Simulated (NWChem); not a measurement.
Species: C₃H₈O; SMILES COCC

```xyz
12

C      0.4757     1.5528     0.1308
C     -0.6159     0.5773    -0.2747
O     -0.5352    -0.6679     0.3634
C      0.4718    -1.5054    -0.1104
H      0.3033     2.5354    -0.3347
H      0.4840     1.6854     1.2234
H      1.4755     1.2123    -0.1791
H     -1.6004     0.9906    -0.0029
H     -0.6168     0.4439    -1.3773
H      1.4903    -1.1175     0.0857
H      0.3826    -1.6836    -1.2017
H      0.3739    -2.4715     0.4053
```
Atoms are numbered in this order, from 1.

Computed with NWChem. Medium grid unless said otherwise, to which SCAN and Minnesota functionals are sensitive. Structure relaxed at the PBE0/def2-SVP level. Total energies of different functionals are on different scales.

```tsv
level	energy (Ha)	highest occupied level (eV)	orbital gap (eV)	dipole (D)
LDA (Slater exchange, VWN5)/def2-TZVPD	-192.7426	-5.93	5.66	1.19
PBE/def2-TZVPD	-194.1624	-5.83	5.60	1.14
BLYP/def2-TZVPD	-194.3289	-5.76	5.51	1.16
TPSS/def2-TZVPD	-194.4482	-5.92	5.87	1.16
r2SCAN/def2-TZVPD	-194.2986	[?]	[?]	1.18
B3LYP/def2-TZVPD	-194.4253	-7.16	7.27	1.23
PBE0/def2-TZVPD	-194.1849	-7.38	7.76	1.23
M06-2X/def2-TZVPD	-194.3217	-8.95	9.43	1.29
CAM-B3LYP/def2-TZVPD	-194.3215	-8.84	9.75	1.30
Hartree-Fock/def2-TZVPD	-193.1807	-11.36	13.29	1.39
```

Task: Fill in the missing entries.

Result: 
- r2SCAN/def2-TZVPD, highest occupied level (eV): -6.12
- r2SCAN/def2-TZVPD, orbital gap (eV): 6.66
